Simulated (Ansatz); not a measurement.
**SiH4 (singlet): wave-function methods side by side at distance H1–H2 along a hydrogen transfer = 1.301 Å, 6-31G**

Aim: climb from Hartree-Fock through coupled cluster and multireference methods for SiH4 (singlet) at one geometry and basis, and see what each rung misses.

Program: Ansatz 0.2.0, Gaussian basis. Level of theory: 6-31G, core rule «outside noble gas», up to 5 orbitals frozen. These are calculated values, not measurements.

Plan: UHF; CCSD(T) on RHF; CCSD(T) on UHF; BCCD(T) on RHF; CISD; CCSDT(Q) on RHF; CCSDT(Q) on UHF; CISDTQ; CCSDTQ on RHF; CCSDTQ on UHF; CASSCF and MRCISD+Q, 2 electrons in 2 orbitals; CASSCF and NEVPT2, 2 electrons in 2 orbitals; CASSCF and MRCISD+Q, 8 electrons in 8 orbitals; CASSCF and NEVPT2, 8 electrons in 8 orbitals; Full CI.

8 further runs of the same task are left out: 6 that didn't finish, 2 set aside as unsound or not needed.

## (1) What is computed

The geometry derives from fragments relaxed apart (PBE0/def2-TZVP) and kept rigid, so it is no stationary point. A hydrogen atom is moved between rigid fragments.

5 atoms, charge 0, spin multiplicity 1.

Atoms are counted from 1 here; the program's logs count them from 0.

Bond lengths: H2–Si3 1.533 Å, Si3–H4 1.526 Å, Si3–H5 1.526 Å. Angles: H2–Si3–H4 113.7°, H2–Si3–H5 113.7°, H4–Si3–H5 91.2°.

## (2) UHF

Contents of in.yaml:

```yaml
crystal:
  periodic: [false, false, false]
  atoms:
    - {symbol: H, position_ang: [-2.735374, 0.054876, 0.000000]}
    - {symbol: H, position_ang: [-1.434374, 0.054876, 0.000000]}
    - {symbol: Si, position_ang: [0.098626, 0.054876, 0.000000]}
    - {symbol: H, position_ang: [0.710806, -0.819409, 1.090012]}
    - {symbol: H, position_ang: [0.710806, -0.819409, -1.090012]}
basis:
  gaussian: {orbitals: 6-31G}
magnetization: {spin_polarized: true, initial_magnetization: 0}
hamiltonian: {xc: hf}
output: {orbitals: {seedname: orbitals}}
```

On the command line:

```bash
$ ansatz run in.yaml --threads 1 --pin off --events-out ev --progress --plain --max-ram 2393MiB
```

The runs that follow: CCSD(T) on RHF; CCSD(T) on UHF; BCCD(T) on RHF; CISD; CCSDT(Q) on RHF; CCSDT(Q) on UHF; CISDTQ; CCSDTQ on RHF; CCSDTQ on UHF; CASSCF and MRCISD+Q, 2 electrons in 2 orbitals; CASSCF and NEVPT2, 2 electrons in 2 orbitals; CASSCF and MRCISD+Q, 8 electrons in 8 orbitals; CASSCF and NEVPT2, 8 electrons in 8 orbitals; Full CI.

Before running them: what should the planned runs give, taken together? Wanted: FCI below the RHF energy; RMP2 from FCI; UMP2 from FCI; RCCSD from FCI; RCCSD(T) from FCI; UCCSD(T) from FCI; RCCSDT(Q) from FCI; UCCSDT(Q) from FCI; NEVPT2 pair from FCI.

The runs gave:

| quantity | value |
| --- | --- |
| FCI below the RHF energy | -3.7857 eV |
| RMP2 from FCI | +1498.0 meV |
| UMP2 from FCI | +780.6 meV |
| RCCSD from FCI | +157.2 meV |
| RCCSD(T) from FCI | +31.8 meV |
| UCCSD(T) from FCI | +91.0 meV |
| RCCSDT(Q) from FCI | +0.7 meV |
| UCCSDT(Q) from FCI | -0.2 meV |
| NEVPT2 pair from FCI | +596.8 meV |
| MRCISD+Q pair from FCI | -8.6 meV |
| NEVPT2 valence from FCI | +176.5 meV |
| levels within 1 kcal/mol (43 meV) | RCCSD(T), BCCD(T), RCCSDT, UCCSDT, CISDTQ, RCCSDT(Q), UCCSDT(Q), RCCSDTQ, UCCSDTQ, MRCISD+Q pair, MRCISD valence, MRCISD+Q valence |
| T1 diagnostic | 0.040 |
| effectively unpaired electrons | 0.99 |

RCCSD(T) lands +31.8 meV from the yardstick (0.8 % of the correlation energy). CCSD(T) misses by +31.8 meV on the restricted determinant and by +91.0 meV on the unrestricted one; the two need not hold the same state or core. MRCISD+Q pair falls below full CI: the +Q correction isn't variational, and the cores differ from full CI's. The occupations show strong static correlation (1.0 unpaired electrons where one determinant has 0). Coupled cluster on one determinant still stays close here. Of the multireference levels listed MRCISD+Q pair comes nearest in total energy (-8.6 meV), which doesn't show that its space is the better one. These misses are within one basis, not against nature.
